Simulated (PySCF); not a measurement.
# Potential energy of MgP⁻ along the bond

Set-up: Mg aug-pcseg-1, P aug-pcseg-1; no relativity (PySCF 2.14). Energies in eV from Mg + P⁻ in their ground configurations at the same level. All curves are PBE0. state 1: ³Π (triplet), unpaired electrons σ ↑, π ↑; state 2: Ms = 0 determinant of mixed spin (⟨S²⟩ near 1.0), unpaired electrons σ ↓, π ↑, a second solution, started from another occupation; state 3: Ms = 0 determinant of mixed spin (⟨S²⟩ near 1.0), unpaired electrons π ↑↓, a mixture of terms (⟨Lz²⟩ = 2.0), a second solution, started from another occupation.

```
R (Å)  state 1  state 2  state 3
2.106   -0.840   -0.771   0.5437
2.204   -1.150   -1.077   0.0539
2.302   -1.316   -1.235  -0.2797
2.376   -1.372   -1.284  -0.4535
2.449   -1.386   -1.288  -0.5776
2.522   -1.369   -1.259  -0.6625
2.620   -1.314   -1.186  -0.7293
2.743   -1.215   -1.061  -0.7594
2.890   -1.079   -0.892  -0.7445
3.086   -0.902   -0.676  -0.6761
```

**Question.** Put a parabola through the three lowest points of the state 1 curve and estimate Re, k and ωe (reduced mass 13.52 u; 1 eV/Å² = 0.16022 mdyn/Å; ωe = 1302.8·√(k/μ) cm⁻¹).

**Answer.** Through R = 2.376, 2.449, 2.522 Å the second-order coefficient is 2.91 eV/Å², so Re ≈ 2.445 Å, k ≈ 0.932 mdyn/Å and ωe ≈ 342 cm⁻¹. A polynomial fit of higher order to the unrounded PBE0 energies gives Re = 2.442 Å, k = 0.943 mdyn/Å, ωe = 344 cm⁻¹; anharmonicity and rounding make the difference.

The higher-order fit for each curve: state 1: Re = 2.442 Å, ωe = 344 cm⁻¹, De = 1.39 eV; state 2: Re = 2.420 Å, ωe = 371 cm⁻¹, minimum 1.29 eV below the ground-state fragments; state 3: Re = 2.767 Å, ωe = 219 cm⁻¹, minimum 0.76 eV below the ground-state fragments.

For an ion De counts to the pair picked by the measured ionisation energies or electron affinities, which need not be the lowest pair at this level. The highest Kohn–Sham level is positive in this anion. Much of that is self-interaction error, but it also means that the finite basis helps to hold the extra electron. The state was picked by a PBE0 search and need not be the measured ground state.
